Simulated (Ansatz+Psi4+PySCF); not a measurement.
The numbers below are computed, except where a source is named.
A run of Ansatz (development build ahead of 0.2.0) on doublet C3H6(+) at this shape:

```yaml
atoms:
  - { symbol: C, position_ang: [0.0045, 0.8663, 0.0089] }
  - { symbol: C, position_ang: [0.7482, -0.4270, 0.0071] }
  - { symbol: C, position_ang: [-0.7586, -0.4278, 0.0026] }
  - { symbol: H, position_ang: [0.0007, 1.4591, 0.9199] }
  - { symbol: H, position_ang: [0.0070, 1.4530, -0.9040] }
  - { symbol: H, position_ang: [1.2705, -0.7258, -0.9112] }
  - { symbol: H, position_ang: [1.2656, -0.7244, 0.9185] }
  - { symbol: H, position_ang: [-1.2513, -0.7300, 0.9078] }
  - { symbol: H, position_ang: [-1.2668, -0.7358, -0.9103] }
```

Its results:

* Converged: yes
* Reference energy: -116.74014 hartree
* Correlation energy: -0.47631 hartree
* Total energy: -117.21645 hartree
* Spin squared of the determinant: 0.750
* Stability test: minimum among restricted orbitals

Which input gives this output? Name the method, the orbitals and the basis set, and write the input.

ROHF-MP2 in cc-pVTZ.

```yaml
crystal:
  periodic: [false, false, false]
  atoms:
    - { symbol: C, position_ang: [0.00448, 0.86635, 0.00892] }
    - { symbol: C, position_ang: [0.74823, -0.427, 0.00714] }
    - { symbol: C, position_ang: [-0.7586, -0.42777, 0.00264] }
    - { symbol: H, position_ang: [0.0007, 1.45911, 0.91992] }
    - { symbol: H, position_ang: [0.00703, 1.45301, -0.90396] }
    - { symbol: H, position_ang: [1.27048, -0.72578, -0.91117] }
    - { symbol: H, position_ang: [1.26558, -0.7244, 0.91855] }
    - { symbol: H, position_ang: [-1.25134, -0.73002, 0.90784] }
    - { symbol: H, position_ang: [-1.26682, -0.73581, -0.9103] }
basis:
  gaussian: { orbitals: cc-pVTZ }
total_charge: 1
magnetization:
  initial_magnetization: 1
hamiltonian:
  xc: hf
correlation:
  method: mp2
  frozen_orbitals: { C: 1, H: 0 }
```

Caution: MP2 on this radical cation hangs on the determinant chosen.
